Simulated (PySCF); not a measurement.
Highest orbital energy against ionisation energy along group 14

Calculated with PySCF 2.14, no spin-orbit coupling. Each cell gives −ε(HOMO) / ΔSCF in eV; NIST values include spin-orbit coupling, (s) semi-empirical, (t) theoretical.

```json
{"species": "C (aug-cc-pwCVTZ, non-relativistic)", "UHF": "11.942 / 10.796", "LDA": "6.127 / 11.688", "PBE": "6.096 / 11.539", "PBE0": "7.649 / 11.512", "r2SCAN": "6.572 / 11.665", "NIST (lowest levels)": "11.260"}
{"species": "Si (aug-cc-pwCVTZ, non-relativistic)", "UHF": "8.201 / 7.638", "LDA": "4.578 / 8.235", "PBE": "4.605 / 8.199", "PBE0": "5.628 / 8.219", "r2SCAN": "4.917 / 8.320", "NIST (lowest levels)": "8.152"}
{"species": "Ge (aug-cc-pwCVTZ-PP with ECP10MDF, ECP)", "UHF": "7.892 / 7.402", "LDA": "4.387 / 7.970", "PBE": "4.369 / 7.855", "PBE0": "5.372 / 7.894", "r2SCAN": "4.683 / 8.028", "NIST (lowest levels)": "7.899"}
{"species": "Sn (aug-cc-pwCVTZ-PP with ECP28MDF, ECP)", "UHF": "7.269 / 6.848", "LDA": "4.170 / 7.414", "PBE": "4.120 / 7.265", "PBE0": "5.034 / 7.309", "r2SCAN": "4.406 / 7.410", "NIST (lowest levels)": "7.344"}
{"species": "Pb (aug-cc-pwCVTZ-PP with ECP60MDF, ECP)", "UHF": "6.944 / 6.563", "LDA": "4.009 / 7.158", "PBE": "3.924 / 6.978", "PBE0": "4.799 / 7.014", "r2SCAN": "4.202 / 7.096", "NIST (lowest levels)": "7.417"}
```

How far is −ε(HOMO) from ΔSCF on average for each method, and why?

UHF 0.60 eV; LDA -3.84 eV; PBE -3.74 eV; PBE0 -2.69 eV; r2SCAN -3.55 eV. Hartree-Fock orbital energies lack relaxation and so exceed the ΔSCF value; semilocal functionals have convex E(N) from self-interaction, so their HOMO lies far too high; exact exchange moves hybrids part of the way back.
